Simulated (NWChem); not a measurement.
# One shape, several levels: doublet [BH3]−

Aim: a comparison of 6 runs (U-r2SCAN/def2-TZVPPD, U-revPBE/def2-TZVPPD, UBLYP/def2-TZVPPD, UPBE/def2-TZVPPD, USVWN5/def2-TZVPPD, UTPSS/def2-TZVPPD) of doublet [BH3]−. 

The calculation is run with NWChem 7.3.0.

## Step 1: The structure to begin with

The species is [BH3]− (4 atoms), meant as a doublet with charge -1. SMILES of the parent species: `B`. Geometry: relaxed at PBE0-D4/def2-TZVP. That shape belongs to the parent species and isn't relaxed for this state.

Bond lengths: B1–H2 1.193 Å, B1–H3 1.193 Å, B1–H4 1.193 Å. Angles: H2–B1–H3 120.0°, H2–B1–H4 120.0°, H3–B1–H4 120.0°.

## Step 2: The energy at U-r2SCAN/def2-TZVPPD (run 1)

File bh3.nw:

```
start bh3
memory total 2200 mb
charge -1
geometry units angstrom noautosym nocenter noautoz
 B        0.013900      -0.015100      -0.005100
 H        0.982200       0.381700       0.568800
 H       -0.276200      -1.171800       0.043000
 H       -0.664400       0.744900      -0.626900
end
basis spherical bse
 * library def2-TZVPPD
end
dft
 xc r2scan
 mult 2
 grid xfine
 convergence energy 1e-08
 maxiter 100
 mulliken
end
task dft energy
```

Command:

```bash
$ nwchem bh3.nw > bh3.out
```

Output:

```text
[...]
          Wavefunction type:  spin polarized.
          No. of atoms     :     4
          No. of electrons :     9
[...]
          Charge           :    -1
          Spin multiplicity:     2
[...]
          AO basis - number of functions:    88
[...]
              XC Information
              --------------
                      r^2SCAN Method XC Functional
               r^2SCAN metaGGA Exchange Functional  1.000
                     r^2SCAN Correlation Potential  1.000
[...]
 d= 0,ls=0.0,diis     1    -26.4041268992 -3.38D+01  1.42D+00  1.92D-01     3.5
[...]
 d= 0,ls=0.0,diis     9    -26.5879142818 -5.07D-09  1.10D-06  3.62D-09    28.4
[...]
         Total DFT energy =      -26.587914281781
      One electron energy =      -51.282248276347
           Coulomb energy =       22.576297028596
    Exchange-Corr. energy =       -5.300801806173
 Nuclear repulsion energy =        7.418838772143
[...]
      Total Density - Mulliken Population Analysis
     ---------------------------------------------
    Atom       Charge   Shell Charges
 -----------   ------   -------------------------------------------------------
    1 B    5     6.25   0.91  1.06  0.48  0.43  0.07  0.02  1.01  1.11  1.08  0.02  0.05  0.01  0.01
    2 H    1     0.92   0.26  0.48  0.18  0.00  0.02 -0.04  0.00
    3 H    1     0.92   0.26  0.48  0.18  0.00  0.02 -0.04  0.00
    4 H    1     0.92   0.26  0.48  0.18  0.00  0.02 -0.04  0.00
[...]
      <S2> =      0.7562 (Exact =     0.7500)
[...]
```

Wall time 29 s (1 thread of Intel Xeon Platinum 8488C (Sapphire Rapids), shared host); peak memory 0.12 GiB.

## Step 3: The energy at U-revPBE/def2-TZVPPD (run 2)

File run.py:

```python
from ase import Atoms
from ase.calculators.nwchem import NWChem

mol = Atoms(['B', 'H', 'H', 'H'], positions=[
    [0.013900, -0.015100, -0.005100],
    [0.982200, 0.381700, 0.568800],
    [-0.276200, -1.171800, 0.043000],
    [-0.664400, 0.744900, -0.626900],
])

calc = NWChem(
    label='m1',
    theory='dft',
    memory='2200 mb',
    basis='def2-TZVPPD',
    basispar='spherical bse',
    charge=-1,
    dft={'xc': 'revpbe cpbe96', 'mult': '2', 'grid': 'xfine', 'convergence': 'energy 1e-08', 'iterations': '100', 'mulliken': None},
    task='energy',
)
mol.calc = calc

e = mol.get_potential_energy()
print(f"E = {e:.6f} eV")
```

Command:

```bash
$ export ASE_NWCHEM_COMMAND="nwchem PREFIX.nwi > PREFIX.nwo"
$ python run.py
```

Output:

```text
E = -723.835365 eV
```

The calculator wrote m1.nwi:

```
title "m1"

permanent_dir m1

scratch_dir m1

start m1

geometry units angstrom nocenter noautosym noautoz
  B  1.3899999999999999e-02 -1.5100000000000001e-02 -5.1000000000000004e-03
  H  9.8219999999999996e-01 3.8169999999999998e-01 5.6879999999999997e-01
  H  -2.7620000000000000e-01 -1.1718000000000000e+00 4.2999999999999997e-02
  H  -6.6439999999999999e-01 7.4490000000000001e-01 -6.2690000000000001e-01
end

charge -1

memory 2200 mb

basis spherical bse noprint
   * library def2-TZVPPD
end

dft
  xc revpbe cpbe96
  mult 2
  grid xfine
  convergence energy 1e-08
  iterations 100
  mulliken
end

task dft energy
```

m1.nwo:

```text
Northwest Computational Chemistry Package (NWChem) 7.3.0
             --------------------------------------------------------

           Job information
           ---------------

    nwchem branch   = 7.3.0
    use scalapack   = T
    input           = m1.nwi
    prefix          = m1.
    data base       = m1/m1.db
    status          = startup
    nproc           =        1

           Memory information
           ------------------

[... 5 lines left out ...]
    hardfail = no
[... 36 lines left out ...]
            Nuclear Dipole moment (a.u.)
[... 73 lines left out ...]
          Convergence on density requested:  1.00D-05
[... 23 lines left out ...]
          Convergence aids based upon iterative change in
[... 31 lines left out ...]
 2-e energy   =      18.329135
[... 65 lines left out ...]
           Coulomb energy =       22.565391585519
[... 629 lines left out ...]
                     DFT Final Beta Molecular Orbital Analysis
[... 719 lines left out ...]
     Multipole analysis of the density
     ---------------------------------

     L   x y z        total         alpha         beta         nuclear
     -   - - -        -----         -----         ----         -------
     0   0 0 0     -1.000000     -5.000000     -4.000000      8.000000

     1   1 0 0     -0.026430     -0.131443     -0.104936      0.209949
[... 8 lines of this table left out ...]
     2   0 0 2    -12.349624    -10.138514     -4.776977      2.565867

 Task  times  cpu:       19.1s     wall:       19.1s
 Total times  cpu:       19.1s     wall:       19.1s
```

Run time: 20 s. Hardware: 1 thread of Intel Xeon Platinum 8488C (Sapphire Rapids), shared host; peak memory 0.12 GiB.

Run 3 isn't shown in full; the table further down has it.

## Step 4: A single-point energy at UPBE/def2-TZVPPD (run 4)

File bh3.nw:

```
start bh3
memory stack 880 mb heap 220 mb global 1100 mb
charge -1

geometry noautosym nocenter noautoz
 B      0.013900    -0.015100    -0.005100
 H      0.982200     0.381700     0.568800
 H     -0.276200    -1.171800     0.043000
 H     -0.664400     0.744900    -0.626900
end

basis spherical bse
 * library def2-TZVPPD
end

dft
 xc xpbe96 cpbe96
 mult 2
 grid xfine
 convergence energy 1e-08
 iterations 100
 mulliken
end

task dft
```

Command:

```bash
$ nwchem bh3.nw > bh3.out
```

Output:

```text
[...]
          Wavefunction type:  spin polarized.
          No. of atoms     :     4
          No. of electrons :     9
[...]
          Charge           :    -1
          Spin multiplicity:     2
[...]
          AO basis - number of functions:    88
[...]
              XC Information
              --------------
          PerdewBurkeErnzerhof Exchange Functional  1.000
            Perdew 1991 LDA Correlation Functional  1.000 local
           PerdewBurkeErnz. Correlation Functional  1.000 non-local
[...]
 d= 0,ls=0.0,diis     1    -26.3727387983 -3.38D+01  1.42D+00  2.02D-01     2.5
[...]
 d= 0,ls=0.0,diis     8    -26.5531241603 -4.84D-09  1.06D-06  6.12D-10    18.9
[...]
         Total DFT energy =      -26.553124160295
      One electron energy =      -51.274989840155
           Coulomb energy =       22.558992347075
    Exchange-Corr. energy =       -5.255965439356
 Nuclear repulsion energy =        7.418838772143
[...]
      Total Density - Mulliken Population Analysis
     ---------------------------------------------
    Atom       Charge   Shell Charges
 -----------   ------   -------------------------------------------------------
    1 B    5     6.47   0.91  1.05  0.50  0.45  0.10  0.03  1.04  1.13  1.16  0.02  0.05  0.01  0.01
    2 H    1     0.84   0.26  0.45  0.13  0.00  0.02 -0.03  0.00
    3 H    1     0.84   0.26  0.45  0.13  0.00  0.02 -0.03  0.00
    4 H    1     0.84   0.26  0.45  0.13  0.00  0.02 -0.03  0.00
[...]
      <S2> =      0.7531 (Exact =     0.7500)
[...]
```

It took 20 s on 1 thread of Intel Xeon Platinum 8488C (Sapphire Rapids), shared host; peak memory 0.12 GiB.

Run 5 isn't shown in full; the table further down has it.

## Step 5: A single-point energy at UTPSS/def2-TZVPPD (run 6)

File run.py:

```python
from ase import Atoms
from ase.calculators.nwchem import NWChem

atoms = Atoms(['B', 'H', 'H', 'H'], positions=[
    [0.013900, -0.015100, -0.005100],
    [0.982200, 0.381700, 0.568800],
    [-0.276200, -1.171800, 0.043000],
    [-0.664400, 0.744900, -0.626900],
])

calc = NWChem(
    label='bh3',
    theory='dft',
    memory='2200 mb',
    basis='def2-TZVPPD',
    basispar='spherical bse',
    charge=-1,
    dft={'xc': 'xtpss03 ctpss03', 'mult': '2', 'grid': 'xfine', 'convergence': 'energy 1e-08', 'iterations': '100', 'mulliken': None},
    task='energy',
)
atoms.calc = calc

e = atoms.get_potential_energy()
print(f"E = {e:.6f} eV")
```

Command:

```bash
$ export ASE_NWCHEM_COMMAND="nwchem PREFIX.nwi > PREFIX.nwo"
$ python run.py
```

Output:

```text
E = -724.410359 eV
```

The calculator wrote bh3.nwi:

```
title "bh3"

permanent_dir bh3

scratch_dir bh3

start bh3

geometry units angstrom nocenter noautosym noautoz
  B  1.3899999999999999e-02 -1.5100000000000001e-02 -5.1000000000000004e-03
  H  9.8219999999999996e-01 3.8169999999999998e-01 5.6879999999999997e-01
  H  -2.7620000000000000e-01 -1.1718000000000000e+00 4.2999999999999997e-02
  H  -6.6439999999999999e-01 7.4490000000000001e-01 -6.2690000000000001e-01
end

charge -1

memory 2200 mb

basis spherical bse noprint
   * library def2-TZVPPD
end

dft
  xc xtpss03 ctpss03
  mult 2
  grid xfine
  convergence energy 1e-08
  iterations 100
  mulliken
end

task dft energy
```

bh3.nwo:

```text
Northwest Computational Chemistry Package (NWChem) 7.3.0
             --------------------------------------------------------

           Job information
           ---------------

    nwchem branch   = 7.3.0
    use scalapack   = T
    input           = bh3.nwi
    prefix          = bh3.
    data base       = bh3/bh3.db
    status          = startup
    nproc           =        1

           Memory information
           ------------------

[... 5 lines left out ...]
    hardfail = no
[... 36 lines left out ...]
            Nuclear Dipole moment (a.u.)
[... 71 lines left out ...]
          Convergence on density requested:  1.00D-05
[... 22 lines left out ...]
          Convergence aids based upon iterative change in
[... 31 lines left out ...]
 2-e energy   =      18.329135
[... 67 lines left out ...]
           Coulomb energy =       22.578663601735
[... 629 lines left out ...]
                     DFT Final Beta Molecular Orbital Analysis
[... 719 lines left out ...]
     Multipole analysis of the density
     ---------------------------------

     L   x y z        total         alpha         beta         nuclear
     -   - - -        -----         -----         ----         -------
     0   0 0 0     -1.000000     -5.000000     -4.000000      8.000000

     1   1 0 0     -0.026418     -0.131430     -0.104937      0.209949
[... 8 lines of this table left out ...]
     2   0 0 2    -12.266015    -10.094393     -4.737489      2.565867

 Task  times  cpu:       26.9s     wall:       26.9s
 Total times  cpu:       26.9s     wall:       26.9s
```

It took 28 s on 1 thread of Intel Xeon Platinum 8488C (Sapphire Rapids), shared host; peak memory 0.12 GiB.

## Step 6: Overview of the runs

| run | level | energy (Eh) | HOMO energy (eV) | LUMO energy (eV) | ⟨S²⟩ | wall time |
| --- | --- | --- | --- | --- | --- | --- |
| 1 | U-r2SCAN/def2-TZVPPD | -26.587914 | 2.76 | 4.47 | 0.756 | 29 s |
| 2 | U-revPBE/def2-TZVPPD | -26.600459 | 3.04 | 3.62 | 0.754 | 20 s |
| 3 | UBLYP/def2-TZVPPD | -26.584229 | 3.26 | 3.73 | 0.752 | 20 s |
| 4 | UPBE/def2-TZVPPD | -26.553124 | 3.02 | 3.67 | 0.753 | 20 s |
| 5 | USVWN5/def2-TZVPPD | -26.278317 | 2.98 | 3.74 | 0.752 | 9.3 s |
| 6 | UTPSS/def2-TZVPPD | -26.621590 | 3.02 | 3.76 | 0.753 | 28 s |

## Step 7: Results

```
                                 quantity         value
                      run 6: total energy  -26.62159 Eh
run 6: HOMO energy (highest over α and β)       3.02 eV
 run 6: LUMO energy (lowest over α and β)       3.76 eV
                              run 6: ⟨S²⟩         0.753
```

What this shows: Totals of different functionals can't be ranked against each other. In runs 1, 2, 3, 4, 5, 6 the HOMO lies above zero, so the outermost electron may be held by the basis alone. All runs together took 2.1 min, the longest 29 s.
